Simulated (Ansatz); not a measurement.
## MgSiP2 (I-42d, No. 122, 8 atoms in the cell)

The numbers are results of LDA (plane waves, PAW; Ansatz, an electronic-structure program), not measurements.

Run with plane-wave cutoff 520 eV, 8×8×8 k mesh, Fermi–Dirac smearing 0.01 eV, scalar-relativistic PAW data made under PBE.

Cell (relaxed at this level):

```
CELL_PARAMETERS angstrom
     -2.83989     2.83989     5.02604
      2.83989    -2.83989     5.02604
      2.83989     2.83989    -5.02604
ATOMIC_POSITIONS crystal
  Mg 0.00000 0.00000 0.00000
  Mg 0.75000 0.25000 0.50000
  Si 0.50000 0.50000 0.00000
  Si 0.25000 0.75000 0.50000
  P  0.87500 0.83361 0.45861
  P  0.16639 0.62500 0.04139
  P  0.37500 0.41639 0.54139
  P  0.58361 0.12500 0.95861
```

```
Property                                               Value
------------------------------------------  ----------------
bulk modulus                                        76.9 GPa
band gap                                    1.12 eV (direct)
pressure derivative B′ of the bulk modulus               3.2
```

Note: the relaxation could not lower the start's symmetry, so the cell can be a saddle point above a distorted one; the bulk modulus comes from volumes at which shape and atoms were relaxed.
